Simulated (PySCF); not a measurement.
Species: C$_{4}$H$_{3}$S, charge 0, multiplicity 2. It need not be the lowest isomer of its formula. 
Coordinates optimised at B3LYP-D3(BJ)/def2-TZVP (Ansatz):
SMILES: [c]1cscc1
```xyz
8

S      0.0011     0.0182     1.1362
C      0.0026     1.2954    -0.0469
C     -0.0025    -1.2024    -0.0775
C      0.0003     0.7306    -1.2666
C     -0.0026    -0.6765    -1.3412
H      0.0050     2.3282     0.2558
H     -0.0044    -2.2424     0.2072
H     -0.0047    -1.2602    -2.2485
```
Charge 0, spin multiplicity 2.

Dispersion corrections to the total energy (kcal/mol) from the dftd3 and dftd4 libraries through PySCF: D3(BJ) without and D4 with the three-body term, each with the damping fitted for the functional named.

```csv
functional,D3(BJ),D4
CAM-B3LYP,-3.85,-4.12
TPSSh,-5.68,-6.04
BHLYP,?,-5.99
BP86,?,-6.53
B2PLYP,-4.17,-3.42
revPBE,-12.61,-16.42
PBE,?,-4.95
```

Q: What belongs in the gaps?

A: 
- BHLYP, D3(BJ): -7.11
- BP86, D3(BJ): -8.05
- PBE, D3(BJ): -4.89
